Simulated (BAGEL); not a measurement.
**SiH4O (silanol): levels of theory compared**

We compute a comparison of 3 runs (HF/STO-3G, HF/3-21G, FCI/STO-3G) of SiH4O (silanol). 

The calculation is run with BAGEL 1.2.2.

4 further runs of the same task are left out: 4 that didn't finish. Runs told in other sessions of the task aren't counted.

### 1 The molecule

SiH4O: 6 atoms, total charge 0, spin state singlet. SMILES: `O[SiH3]`. The O1–H3 distance was set to 2.106 Å, away from the relaxed value. At this shape a bond of the SMILES string is far longer than usual.

Bond lengths: O1–Si2 1.648 Å, Si2–H4 1.489 Å, Si2–H5 1.481 Å, Si2–H6 1.489 Å. Angles: O1–Si2–H4 111.7°, O1–Si2–H5 105.9°, O1–Si2–H6 111.7°, H4–Si2–H5 109.9°, H4–Si2–H6 107.9°, H5–Si2–H6 109.9°.

### 2 The energy at HF/STO-3G (density fitting with qzvpp-jkfit) (run 1)

Input file input.json:

```json
{ "bagel" : [

{
  "title" : "molecule",
  "basis" : "sto-3g",
  "df_basis" : "qzvpp-jkfit",
  "angstrom" : "true",
  "geometry" : [
    { "atom" : "O", "xyz" : [    1.317795,   -0.311646,   -0.163819 ] },
    { "atom" : "Si", "xyz" : [    0.645395,    1.065154,   -0.769819 ] },
    { "atom" : "H", "xyz" : [    0.069100,   -1.629200,    0.904700 ] },
    { "atom" : "H", "xyz" : [   -0.447205,    0.764354,   -1.735619 ] },
    { "atom" : "H", "xyz" : [    1.741595,    1.783554,   -1.458419 ] },
    { "atom" : "H", "xyz" : [    0.078795,    1.921054,    0.308881 ] }
  ]
},
{
  "title" : "hf"
},
{
  "title" : "print",
  "file" : "orbitals.molden",
  "orbitals" : "true"
}

]}
```

Launch:

```sh
$ BAGEL_NUM_THREADS=1 BAGEL input.json > input.out
```

The program printed:

```text
* using 1 threads per process

  ===============================================================
  ===============================================================

  *** Geometry ***

  { "atom" : "O", "xyz" : [      2.490272,     -0.588926,     -0.309573 ] },
  { "atom" : "Si", "xyz" : [      1.219620,      2.012849,     -1.454747 ] },
  { "atom" : "H", "xyz" : [      0.130580,     -3.078742,      1.709635 ] },
  { "atom" : "H", "xyz" : [     -0.845095,      1.444420,     -3.279845 ] },
  { "atom" : "H", "xyz" : [      3.291138,      3.370429,     -2.756012 ] },
  { "atom" : "H", "xyz" : [      0.148901,      3.630266,      0.583700 ] },

  Number of auxiliary basis functions:      277

  Since a DF basis is specified, we compute 2- and 3-index integrals:
    o Being stored without compression. Storage requirement is 0.001 GB

  Number of basis functions:       18
  Number of electrons      :       26

    * METHOD: MOLECULE                             0.05

  *** RHF ***

  === Nuclear Repulsion ===
    61.2543371171

      * DIIS with orbital gradients will be used.

  === RHF iteration (sto-3g) ===
      0       -361.19587322          0.03947556           0.00
      1       -361.13758295          0.05186247           0.00
      2       -361.44504370          0.00494448           0.00
      3       -361.44757989          0.00099703           0.00
      4       -361.44770256          0.00017441           0.00
      5       -361.44771185          0.00008588           0.00
      6       -361.44771507          0.00003337           0.00
      7       -361.44771566          0.00000726           0.00
      8       -361.44771567          0.00000117           0.00
      9       -361.44771567          0.00000018           0.00
     10       -361.44771567          0.00000004           0.00
     11       -361.44771567          0.00000002           0.00
     12       -361.44771567          0.00000002           0.00
     13       -361.44771567          0.00000001           0.00
     14       -361.44771567          0.00000001           0.00
    * SCF iteration converged.

    * Permanent dipole moment:
           (    0.231221,    -0.344015,     0.135014) a.u.

    * METHOD: HF                                   0.08

    * METHOD: PRINT                                0.00

  ===============================================================
```

Run time: 0.24 s. Hardware: 1 thread of Arm Neoverse V1, shared host.

### 3 The energy at HF/3-21G (density fitting with qzvpp-jkfit) (run 2)

Input file job.json:

```json
{ "bagel" : [

{
  "title" : "molecule",
  "basis" : "3-21g",
  "df_basis" : "qzvpp-jkfit",
  "angstrom" : "true",
  "geometry" : [
    { "atom" : "O", "xyz" : [       1.317795,      -0.311646,      -0.163819 ] },
    { "atom" : "Si", "xyz" : [       0.645395,       1.065154,      -0.769819 ] },
    { "atom" : "H", "xyz" : [       0.069100,      -1.629200,       0.904700 ] },
    { "atom" : "H", "xyz" : [      -0.447205,       0.764354,      -1.735619 ] },
    { "atom" : "H", "xyz" : [       1.741595,       1.783554,      -1.458419 ] },
    { "atom" : "H", "xyz" : [       0.078795,       1.921054,       0.308881 ] }
  ]
},

{ "title" : "hf" },

{ "title" : "print", "file" : "orbitals.molden", "orbitals" : "true" }

]}
```

Launch:

```sh
$ BAGEL_NUM_THREADS=1 BAGEL job.json > job.out
```

The program printed:

```text
* using 1 threads per process

  ===============================================================
  ===============================================================

  *** Geometry ***

  { "atom" : "O", "xyz" : [      2.490272,     -0.588926,     -0.309573 ] },
  { "atom" : "Si", "xyz" : [      1.219620,      2.012849,     -1.454747 ] },
  { "atom" : "H", "xyz" : [      0.130580,     -3.078742,      1.709635 ] },
  { "atom" : "H", "xyz" : [     -0.845095,      1.444420,     -3.279845 ] },
  { "atom" : "H", "xyz" : [      3.291138,      3.370429,     -2.756012 ] },
  { "atom" : "H", "xyz" : [      0.148901,      3.630266,      0.583700 ] },

  Number of auxiliary basis functions:      277

  Since a DF basis is specified, we compute 2- and 3-index integrals:
    o Being stored without compression. Storage requirement is 0.002 GB

  Number of basis functions:       30
  Number of electrons      :       26

    * METHOD: MOLECULE                             0.05

  *** RHF ***

  === Nuclear Repulsion ===
    61.2543371171

      * DIIS with orbital gradients will be used.

  === RHF iteration (3-21g) ===
      0       -363.66138839          0.04947183           0.00
      1       -363.49249797          0.07389125           0.00
      2       -363.93328841          0.00494614           0.00
      3       -363.93749797          0.00258491           0.00
      4       -363.93866052          0.00056156           0.00
      5       -363.93873210          0.00011304           0.00
      6       -363.93873498          0.00002210           0.00
      7       -363.93873515          0.00001266           0.00
      8       -363.93873522          0.00000695           0.00
      9       -363.93873524          0.00000418           0.00
     10       -363.93873525          0.00000123           0.00
     11       -363.93873525          0.00000036           0.00
     12       -363.93873525          0.00000004           0.00
     13       -363.93873525          0.00000001           0.00
     14       -363.93873525          0.00000001           0.00
    * SCF iteration converged.

    * Permanent dipole moment:
           (    0.596982,     0.056789,    -0.186402) a.u.

    * METHOD: HF                                   0.11

    * METHOD: PRINT                                0.00

  ===============================================================
```

It took 0.28 s on 1 thread of Arm Neoverse V1, shared host.

### 4 The energy at FCI/STO-3G (density fitting with qzvpp-jkfit) (run 3)

Input file fci.json:

```json
{ "bagel": [

{
  "title": "molecule",
  "basis": "sto-3g",
  "df_basis": "qzvpp-jkfit",
  "angstrom": "true",
  "geometry": [
    { "atom": "O", "xyz": [    1.317795,   -0.311646,   -0.163819 ] },
    { "atom": "Si", "xyz": [    0.645395,    1.065154,   -0.769819 ] },
    { "atom": "H", "xyz": [    0.069100,   -1.629200,    0.904700 ] },
    { "atom": "H", "xyz": [   -0.447205,    0.764354,   -1.735619 ] },
    { "atom": "H", "xyz": [    1.741595,    1.783554,   -1.458419 ] },
    { "atom": "H", "xyz": [    0.078795,    1.921054,    0.308881 ] }
  ]
},
{ "title": "hf", "charge": 0 },
{ "title": "fci", "nstate": 1, "charge": 0, "ncore": 6 }

]}
```

Launch:

```sh
$ BAGEL_NUM_THREADS=1 BAGEL fci.json > fci.out
```

The program printed:

```text
* using 1 threads per process

  ===============================================================
  ===============================================================

  *** Geometry ***

  { "atom" : "O", "xyz" : [      2.490272,     -0.588926,     -0.309573 ] },
  { "atom" : "Si", "xyz" : [      1.219620,      2.012849,     -1.454747 ] },
  { "atom" : "H", "xyz" : [      0.130580,     -3.078742,      1.709635 ] },
  { "atom" : "H", "xyz" : [     -0.845095,      1.444420,     -3.279845 ] },
  { "atom" : "H", "xyz" : [      3.291138,      3.370429,     -2.756012 ] },
  { "atom" : "H", "xyz" : [      0.148901,      3.630266,      0.583700 ] },

  Number of auxiliary basis functions:      277

  Since a DF basis is specified, we compute 2- and 3-index integrals:
    o Being stored without compression. Storage requirement is 0.001 GB

  Number of basis functions:       18
  Number of electrons      :       26

    * METHOD: MOLECULE                             0.05

  *** RHF ***

  === Nuclear Repulsion ===
    61.2543371171

      * DIIS with orbital gradients will be used.

  === RHF iteration (sto-3g) ===
      0       -361.19587322          0.03947556           0.00
      1       -361.13758295          0.05186247           0.00
      2       -361.44504370          0.00494448           0.00
[... 11 lines of this table left out ...]
     14       -361.44771567          0.00000001           0.00
    * SCF iteration converged.

    * Permanent dipole moment:
           (    0.231221,    -0.344015,     0.135014) a.u.

    * METHOD: HF                                   0.07

  ---------------------------
        FCI calculation
  ---------------------------

  Performs exactly the same way as Knowles & Handy 1984 CPL

  o alpha-beta strings
      length:          1584
  o size of the space
      determinant space:  627264
      spin-adapted space: 169884

  o single displacement lists (alpha)
      length:         33264
  o single displacement lists (beta)
      length:         33264

     guess   0:   closed 1111111.....         open ............

  === FCI iteration ===

      0  0      -361.44771567     6.06e-04      0.91
      1  0      -361.66481856     3.48e-04      0.88
      2  0      -361.70884358     1.78e-04      0.89
[... 16 lines of this table left out ...]
     19  0      -361.71937428     2.18e-09      0.92
    ** throwing out 1 trial vectors **
     20  0      -361.71937428     1.93e-09      0.91
    ** throwing out 1 trial vectors **
     21  0      -361.71937428     2.55e-09      0.89
    ** throwing out 1 trial vectors **
     22  0      -361.71937428     3.26e-09      0.90
    ** throwing out 1 trial vectors **
     23  0      -361.71937428     2.68e-09      0.90
    ** throwing out 1 trial vectors **
     24  0      -361.71937428     1.61e-09      0.90
    ** throwing out 1 trial vectors **
     25  0      -361.71937428     8.59e-10      0.90
    ** throwing out 1 trial vectors **
     26  0      -361.71937428     4.22e-10      0.89
    ** throwing out 1 trial vectors **
     27  0      -361.71937428     2.06e-10      0.90
    ** throwing out 1 trial vectors **
     28  0 *    -361.71937428     9.59e-11      0.84

     * ci vector, state   0, <S^2> = 0.0000
       2222222.....     0.7957277193
       222222.2....    -0.5264698942
       222b22a2....     0.0729452936
       222a22b2....     0.0729452936
       2222a22b....    -0.0651345714
       2222b22a....    -0.0651345714

    * METHOD: FCI                                 26.43

  ===============================================================
```

Wall time 27 s (1 thread of Arm Neoverse V1, shared host); peak memory 0.99 GiB.

### 5 All runs side by side

```
run                                          level  number of roots  frozen core orbitals  energy (Eh)  dipole moment (D)  HOMO energy (eV)  LUMO energy (eV)  wall time
  1   HF/STO-3G (density fitting with qzvpp-jkfit)                –                     –  -361.447716               1.11             -6.67              2.87     0.24 s
  2    HF/3-21G (density fitting with qzvpp-jkfit)                –                     –  -363.938735               1.60            -10.59             -1.13     0.28 s
  3  FCI/STO-3G (density fitting with qzvpp-jkfit)                1                     6  -361.719374                  –                 –                 –       27 s
```

### 6 Summary of results

| quantity | value |
| --- | --- |
| run 3: total energy | -361.71937 Eh |

In words: Against full CI in this basis: HF +271.7 mEh. In runs 1, 3 the basis is minimal, so the values are rough. In runs 1, 2 a closed-shell determinant meets a far-stretched bond; if it breaks into open shells, such a determinant describes it badly, and no broken-symmetry solution was shown. All runs together took 27 s, the longest 27 s.
